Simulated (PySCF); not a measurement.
This PySCF input asks for the NMR shieldings of `InChI=1S/C4H7F/c1-4(2)3-5/h1,3H2,2H3`; the geometry comes from GFN2-xTB, dihedral held.

```python
import basis_set_exchange as bse
import numpy as np
from pyscf import gto, dft
from pyscf.prop import nmr

atoms = """
C     0.205544    1.365851   -0.635327
C     0.061611    0.161832   -0.105733
C     1.179334   -0.823926    0.028074
C    -1.274226   -0.283430    0.438267
F    -1.707334    0.565837    1.434740
H    -0.619668    2.053906   -0.704193
H     1.155285    1.714683   -1.002218
H     1.342271   -1.064836    1.077989
H     0.930715   -1.748837   -0.492193
H     2.099721   -0.423885   -0.387345
H    -2.050500   -0.266216   -0.335549
H    -1.217551   -1.280673    0.885598
"""
names = dict.fromkeys(["C", "F", "H"], "pcSseg-1")
basis = {el: gto.basis.parse(bse.get_basis(n, elements=[el], fmt="nwchem")) for el, n in names.items()}
mol = gto.M(atom=atoms, basis=basis, charge=0, verbose=0)
mf = dft.RKS(mol, xc="PBE0")
mf.grids.level = 2
mf.grids.alignment = dft.numint.BLKSIZE   # the property module wants whole blocks of grid points
mf.conv_tol = 1e-9
mf.kernel()

calc = nmr.RKS(mf)   # GIAO
C = mf.mo_coeff
Co = C[:, mf.mo_occ > 0]
resp = mf.gen_response(singlet=True, hermi=2)
def vind(x):   # induced exchange potential for any number of trial vectors
    d = np.einsum("pi,xij,qj->xpq", C, 2 * x.reshape(-1, C.shape[1], Co.shape[1]), Co, optimize=True)
    return np.einsum("xpq,pi,qj->xij", resp(d - d.transpose(0, 2, 1)), C, Co, optimize=True).ravel()
mo1, _ = nmr.rhf.solve_mo1(calc, with_cphf=vind)
sigma = calc.kernel(mo1)
for i, s in enumerate(sigma):   # ppm
    print("%2d %-2s %9.2f" % (i, mol.atom_pure_symbol(i), np.trace(s) / 3))
```

**Question.** What are the results?

**Answer.** 
```
 0 C      61.94
 1 C      35.67
 2 C     160.24
 3 C     100.02
 4 F     402.06
 5 H      26.03
 6 H      25.96
 7 H      29.54
 8 H      29.87
 9 H      29.81
10 H      26.52
11 H      27.02
```

These numbers come from an equivalent density-fitted implementation of the same equations, which agrees with the script to about 0.01 ppm for H and up to a few tenths of a ppm for heavy atoms, so last digits may differ.

The geometry is no minimum: GFN2-xTB, dihedral held.

Size and cost of the density-fitted run: 120 basis functions, 12 s wall time on 1 thread of an Arm Neoverse V1, shared host.
